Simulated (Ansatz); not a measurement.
## Ansatz (development build ahead of 0.2.0) run

```yaml
crystal:
  periodic: [false, false, false]
  atoms:
    - { symbol: O, position_ang: [0.0, 0.0, -0.51944] }
    - { symbol: O, position_ang: [0.0, 0.0, 0.51944] }
basis:
  gaussian: { orbitals: "6-31G" }
magnetization:
  spin_polarized: true
  initial_magnetization: 2
hamiltonian:
  xc: hf
correlation:
  method: ccsd_t
  frozen_orbitals: { O: 1 }
```

The input is written out in the form of the current development build from the run's settings.

Output:

```yaml
Converged: yes
Reference_energy: -149.48413 hartree
Correlation_energy: -0.20389 hartree
Total_energy: -149.68802 hartree
```
